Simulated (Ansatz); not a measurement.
bcc W was calculated with r²SCANh (plane waves, PAW; Ansatz, a program for electronic structure).

Settings: plane-wave cutoff 520 eV, 14×14×14 k mesh, Fermi–Dirac smearing 0.05 eV, no spin polarisation, scalar-relativistic PAW data made under PBE.

Cell (relaxed at this level):

```xyz
1
Lattice="-1.5823 1.5823 1.5823 1.5823 -1.5823 1.5823 1.5823 1.5823 -1.5823" Properties=species:S:1:pos:R:3 pbc="T T T"
W      0.0000     0.0000     0.0000
```

Question: What does this level give for the bulk modulus and pressure derivative B′ of the bulk modulus?

Answer: 
bulk modulus: 333 GPa
pressure derivative B′ of the bulk modulus: 4.1

Measured, for comparison: bulk modulus 312 GPa (zero-point energy and finite temperature contributions removed, our sources range from 300 to 328; as tabulated in doi:10.1021/acs.jctc.3c00612). Computed (rounded) less measured: bulk modulus +7 % (+2 % to +11 % over the range).

Spin–orbit coupling is not included.

Computed values are for the static lattice.

It cost about 10 core-minutes (a rough figure) of CPU time.
